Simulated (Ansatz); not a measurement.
**H₂S₂: one species, many methods**

An exercise on one series of results from a longer session: the logs are not shown, and one member is left open.

The runs use Ansatz 0.2.0, Gaussian basis; functionals in def2-TZVPP, the program's frozen cores in correlated methods.

Levels to be run: LDA (SPW92), PBE-D4, revPBE-D4, BLYP-D4, r2SCAN-D4, B97M-V, PBE0-D4, B3LYP-D4, r2SCANh-D4, r2SCAN0-D4, HSE06-D4, BHLYP-D4, CAM-B3LYP-D4, LC-ωPBE, ωB97X-V, ωB97M-V, B2PLYP, PBE-QIDH; CCSD(T)/def2-SVP; CCSD(T)/def2-TZVPP; CCSD(T)/def2-QZVPP; extrapolation to the limit; RPA on PBE.

## The geometry

An earlier PBE0-D4 in a triple-zeta def2 set relaxation fixed the geometry.

SMILES `SS`, 4 atoms, charge 0, spin multiplicity 1.

Atoms are counted from 1 here; the program's logs count them from 0.

Bond lengths: S1–S2 2.046 Å, S1–H3 1.347 Å, S2–H4 1.347 Å. Angles: S2–S1–H3 98.6°, S1–S2–H4 98.6°.

Set-up of the first run:

File in.yaml:

```yaml
crystal:
  periodic: [false, false, false]
  atoms:
    - {symbol: S, position_ang: [0.796772, -0.805645, 0.162097]}
    - {symbol: S, position_ang: [0.076537, 1.106367, 0.060903]}
    - {symbol: H, position_ang: [-0.213907, -1.366250, 0.853830]}
    - {symbol: H, position_ang: [-0.603901, 1.005228, -1.097129]}
basis:
  gaussian: {orbitals: def2-TZVPP}
hamiltonian: {xc: lda}
output: {orbitals: {seedname: orbitals}}
```

Command:

```bash
$ ansatz run in.yaml --threads 2 --pin off --events-out ev --progress --plain --max-ram 32768MiB --backend cpu
```

Steps of the session up to this table: LDA; PBE-D4 (GGA); revPBE-D4 (GGA); BLYP-D4 (GGA); r2SCAN-D4 (meta-GGA); B97M-V (meta-GGA); B3LYP-D4 (hybrid); r2SCANh-D4 (hybrid); r2SCAN0-D4 (hybrid); HSE06-D4 (hybrid); BHLYP-D4 (hybrid); CAM-B3LYP-D4 (range-separated); LC-ωPBE (range-separated); ωB97X-V (range-separated); ωB97M-V (range-separated); B2PLYP (double hybrid); PBE-QIDH (double hybrid).

One table of the session follows, with a row left open; its other results are not shown here.

It belongs to the step «Frontier levels by functional». 

```
  functional  HOMO (eV)  gap (eV)
 LDA (SPW92)      -6.37      4.26
      PBE-D4      -6.27      4.37
   revPBE-D4      -6.24      4.41
     BLYP-D4          ?         ?
   r2SCAN-D4      -6.55      4.87
      B97M-V      -6.62      5.05
     PBE0-D4      -7.52      6.63
    B3LYP-D4      -7.27      6.14
  r2SCANh-D4      -7.01      5.70
  r2SCAN0-D4      -7.70      6.94
    HSE06-D4      -7.12      5.85
    BHLYP-D4      -8.62      8.82
CAM-B3LYP-D4      -8.85      9.10
     LC-ωPBE     -10.27     11.75
     ωB97X-V      -9.89     11.26
     ωB97M-V      -9.70     10.92
```

**Question.** Estimate the row for BLYP-D4.

Worked estimate for «HOMO (eV)». Against the share of exact exchange, B3LYP-D4 (0.2, -7.27), BHLYP-D4 (0.5, -8.62) give a slope of -4.50 per unit share; at 0 the line stands at -6.37.

As computed: HOMO (eV): -6.11; gap (eV): 4.34. In «HOMO (eV)» the line misses by -0.26.
